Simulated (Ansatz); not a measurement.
Two shapes of singlet CHN.

Shape 1:

```xyz
3

H     0.0000    0.0000   -1.0650
C     0.0000    0.0000    0.0000
N     0.0000    0.0000    1.2222
```

Shape 2:

```xyz
3

H     0.0000    0.0000   -1.0650
C     0.0000    0.0000    0.0000
N     0.0000    0.0000    1.2452
```

Basis set: cc-pVTZ (spherical functions). Correlated methods keep 2 orbitals frozen. Charge 0, multiplicity 1.

Computed with Ansatz (development build ahead of 0.2.0); the reference of a correlated method needn't be the lowest determinant of its kind.

(1) Which shape is lower in energy, and by how much in each method?

Results:

(1)

```
     method  E(2) − E(1) (eV)
RHF-CCSD(T)             0.153
UHF-CCSD(T)             0.170
RHF-BCCD(T)             0.153
UHF-BCCD(T)             0.153
```

Shape 1 is lower.
